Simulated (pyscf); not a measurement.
Single points on ωB97X-D3(BJ)/def2-SVP structures (PySCF, gas phase). Correlated levels are frozen-core, on RHF or UHF. ΔMP2 is the change of the MP2 total energy from the triple- to the quadruple-zeta basis.

Problem. For the elementary gas-phase step HO–Si•(OH)–F → water (H₂O) + [O=Si–F]• (doublet surface; O–Si, H–O broken, H–O formed), what barrier and reaction energy does CCSD(T)/def2-TZVPP + ΔMP2(QZVPP) give, measured from the reactant's lowest minimum found?

Solution. ΔE‡ = 214.0 kJ/mol, ΔE = +259.4 kJ/mol. Zero-point energy shifts the barrier by -6.9 kJ/mol. It is an elimination, with an imaginary mode of 1148i cm⁻¹. On the product side the descent ends in an adduct with a O–Si contact, 84.7 kJ/mol under the separated species and 23.0 kJ/mol under the saddle at ωB97X-D3(BJ)/def2-TZVP. At CCSD(T) the saddle lies under the separated products, which points to a path from their complex (located at ωB97X-D3(BJ) alone), and parting the products costs more than the saddle. What is counted as broken (O–Si) persists as a longer contact in the product adduct; parting that adduct is a step of its own. One saddle was located; it need not be the lowest between these sides. The CCSD(T) − MP2 part came from Ansatz, without density fitting, on the same reference.
